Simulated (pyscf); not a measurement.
This saddle point was located with ωB97X-D3(BJ)/def2-SVP in PySCF.

```xyz
5

O     -0.1825    -1.4287    -0.2619
Si    -1.0045    -2.8135    -0.0120
H     -0.6239    -0.3296     0.2603
H     -1.0246     0.3384     0.6686
F     -2.2863    -2.4106     0.9164
```
Charge 0, spin multiplicity 2.

Surface: doublet, charge 0. Lowest wavenumbers (cm⁻¹): 1315i, 190, 219, 395, 759.

**Question.** Which two sides does it connect, and which bonds change?

**Answer.** HO–Si:–F [singlet] + H• ⇌ [O=Si–F]• + H₂, a hydrogen abstraction read from left to right: H–O broken and H–H formed. At ωB97M-D3(BJ)/def2-TZVP it lies +15.1 kcal/mol from the left side and +16.3 kcal/mol from the right (each side as separated species at their lowest minima found). This is the saddle that the search found; another between the same sides may lie lower. The angle at the transferred H is 171°.
